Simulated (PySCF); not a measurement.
CH₂, SMILES [CH2] (connectivity only; charge and spin as stated), neutral, multiplicity 1. Geometry: B3LYP-D3(BJ)/def2-TZVPD. The isomer is the one that the SMILES or the coordinates give; other isomers of the formula were not compared.

TDDFT-B3LYP/def2-TZVPD in PySCF 2.14.0 puts the lowest singlet excitations at 1.48, 5.47, 6.27, 8.25, 9.37, 9.77 eV and the lowest triplet (TDA) at 4.47 eV.

**Question.** What are the lowest singlet roots from EOM-CCSD/aug-cc-pVDZ run with PySCF? (The exact figures need the calculation; the answer reports its results.)

**Answer.** 1.74, 5.71, 6.05, 6.62, 7.89, 8.52 eV; triplets -0.03, 4.79, 6.40 eV. S1 differs by 0.26 eV (second minus first; roots are paired by order, and the bases may differ).
